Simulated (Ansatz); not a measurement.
## Forces on a displaced structure

SiH2S (SMILES [SiH]S), closed shell, displaced at random from a GFN2-xTB minimum.

Si1  (-0.294, -1.111, 0.166)
S2  (0.186, 1.020, -0.197)
H3  (1.055, -1.212, 1.027)
H4  (-0.821, 1.139, -0.888)
(Å)

Program: Ansatz 0.2.0. Basis: def2-TZVPP. Cores are frozen in the correlated methods. B3LYP uses VWN-RPA correlation.

CCSD(T) forces from the calculation:
```tsv
atom	Fx	Fy	Fz (eV/Å)
Si1	1.435	1.049	0.542
S2	2.824	-1.641	2.324
H3	-0.960	-0.112	-0.534
H4	-3.299	0.704	-2.333
```

Root-mean-square difference of the force components from those of CCSD(T): PBE0-D4 0.084; wB97M-V 0.052; r2SCAN-D4 0.076; PBE-D4 0.231; BLYP-D4 0.242; B3LYP-D4 0.069 eV/Å.

No T1 diagnostic of these runs exceeds 0.018. The restricted Hartree–Fock reference is unstable towards an unrestricted one here. These are differences at one structure, and CCSD(T) in triple zeta is itself an approximation.

For scale, one of the runs: CCSD(T)/def2-TZVPP forces, 112 basis functions (an equivalent command: `ansatz run in.yaml --threads 4`). The run took 7 s on 4 CPU threads (shared host), with 0.61 GiB of host memory at its peak.
